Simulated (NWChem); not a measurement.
Species: CH6Si; SMILES C[SiH3]

Program: NWChem. Pople sets run with spherical d functions. Each level has its own optimisation. Computed dipoles belong to the equilibrium geometry; the measured one is vibrationally averaged.

Measured dipole moment: 0.74 D (NIST CCCBDB, as tabulated in the package chemicals).

| level | dipole moment (D) | computed − measured |
|---|---|---|
| Hartree-Fock/STO-3G | 0.07 | -0.67 |
| Hartree-Fock/3-21G | 0.64 | -0.10 |
| Hartree-Fock/6-31G* | ? | ? |
| B3LYP/6-31G* | 0.82 | +0.08 |
| LDA (Slater exchange, VWN5)/def2-SVP | ? | ? |
| PBE/def2-SVP | 0.83 | +0.09 |
| BLYP/def2-SVP | 0.78 | +0.04 |
| PBE0/def2-SVP | 0.80 | +0.06 |

### Question
Complete the blanks.

### Answer

- Hartree-Fock/6-31G*, dipole moment (D): 0.68
- Hartree-Fock/6-31G*, computed − measured: -0.06
- LDA (Slater exchange, VWN5)/def2-SVP, dipole moment (D): 0.89
- LDA (Slater exchange, VWN5)/def2-SVP, computed − measured: +0.15
